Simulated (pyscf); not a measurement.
This saddle point was located with ωB97X-D3(BJ)/def2-SVP in PySCF.

```xyz
6

Cl     0.7952    -0.8746    -1.3404
In    -0.0669     1.4193    -0.4067
Cl    -0.2131     2.8905    -2.2110
H      0.5869    -1.1116     0.2669
F      0.3460    -0.9168     1.3152
H      0.0363     0.2420     1.0791
```

Surface: singlet, charge 0. Lowest wavenumbers (cm⁻¹): 1371i, 63, 89, 253, 279.

### Question
What reaction is this the transition state of?

### Answer
HCl + Cl–In [singlet] + HF <-> Cl–InH–Cl + HF, a multi-bond step read from left to right: Cl–H, F–H broken and Cl–In, H–In, F–H formed. At CCSD(T)/def2-TZVPP + ΔMP2(QZVPP) it lies +0.93 eV from the left side and +1.23 eV from the right (each side as separated species at their lowest minima found). On the reactant side the descent ends in a bound adduct, 0.42 eV under the separated species and 1.04 eV under the saddle at ωB97X-D3(BJ)/def2-TZVP. On the product side the descent ends in an adduct with a F–In contact, 0.52 eV under the separated species and 1.73 eV under the saddle at ωB97X-D3(BJ)/def2-TZVP. At ωB97X-D3(BJ)/def2-TZVP the barrier from the zero used here is 0.62 eV. This saddle turned up in a search for another step; its sides and bond changes are read from the two ends of the descent. This is the saddle that the search found; another between the same sides may lie lower. The CCSD(T) − MP2 part came from Ansatz, without density fitting, on the same reference. The frozen core leaves the outer d or s,p core shells of the metals and heavy elements correlated in the MP2 and CC values, and def2-TZVPP describes them poorly, which can shift differences by a few kcal/mol. Elements past Kr carry the def2 core potentials, without spin-orbit coupling.
